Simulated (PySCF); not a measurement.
# C3H8 (Propane): the cost of one run

The runs use PySCF 2.14.0, with density-fitted response routines of our own; the level of theory stands in each step. All values are computed, except where a source is named. Atoms count from 0, in the outputs and in this text.

## (1) Starting geometry

11 atoms, charge 0, multiplicity 1; geometry from: MMFF94s. The atoms were then displaced at random by about 0.03 Å, so the start is not that level's minimum.

Bonds of the start (Å): C0–C1 1.52, C1–C2 1.56, C0–H3 1.11, C0–H4 1.18, C0–H5 1.12, C1–H6 1.11, C1–H7 1.08, C2–H8 1.06, C2–H9 1.15, C2–H10 1.04.

## (2) Optimising the geometry at PBE0-D3(BJ)/def2-SVP

Job settings and geometry (Å):

```
{"job": {"xc": "PBE0", "basis": "def2-SVP", "d3": "d3bj", "grid": 1, "shake": 0.03, "kind": "geom"}, "charge": 0, "multiplicity": 1}
C      1.186780     0.440040    -0.305190
C      0.114180    -0.616180    -0.065770
C     -1.285180    -0.068910     0.336530
H      2.192400     0.109470    -0.630140
H      0.765690     1.156860    -1.148790
H      1.268460     1.134260     0.575550
H      0.549130    -1.268630     0.724550
H      0.063470    -1.189500    -0.981920
H     -1.927660    -0.869660     0.600540
H     -1.152320     0.515540     1.314490
H     -1.676880     0.571200    -0.388940
```

On the command line:

```bash
$ OMP_NUM_THREADS=1 python probes_run.py task.json out
```

The driver reads the jobs from task.json and runs them one after another.

Q: Estimate the wall time and peak memory of this first job on 1 thread of AMD EPYC 7B13, shared host.

About 12 s, with a peak of 0.35 GiB.
